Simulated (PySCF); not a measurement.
Solvent effects on NMR parameters

Numbering as in the mapped SMILES `[H]/[N:1]=[CH:2]/[SiH3:3]`. Hydrogens are named by the atom that carries them.

GIAO PBE0/pcSseg-1 in PySCF on one PBE0-D3(BJ)/def2-SVP conformer, non-relativistic, equivalent nuclei averaged. Solvents enter as an IEF-PCM continuum (chloroform with ε = 4.7, tetrahydrofuran with ε = 7.4) around the gas-phase geometry. Shifts are referred to TMS computed in the same medium.

Gas phase, δ in ppm: C2 191.7, Si3 -69.7, H(N1) 12.19, H(C2) 9.04, H(Si3) 4.20. Dipole moment 1.84 D.

Q: How does each δ change in the continuum?

A: 
| atoms | environment | Δδ, chloroform | Δδ, tetrahydrofuran |
| --- | --- | --- | --- |
| C2 | C=N carbon | +4.8 | +5.6 |
| Si3 | silicon bonded to C, 3 H | +0.7 | +0.8 |
| H(N1) | hydrogen on an imine nitrogen | -0.17 | -0.20 |
| H(C2) | hydrogen on a C=N carbon | +0.12 | +0.15 |
| H(Si3) | hydrogen on a silicon bonded to C | -0.04 | -0.05 |

Changes are relative to the gas phase. The dipole moment becomes 2.26 D in chloroform, 2.33 D in tetrahydrofuran.

Q: Which nuclei move most (in ppm), and what does the model miss?

A: C2 (C=N carbon, +5.6 ppm) in tetrahydrofuran. A continuum only polarises the solute; specific hydrogen bonds, the anisotropy of aromatic solvents and changes of geometry or conformer are outside it.
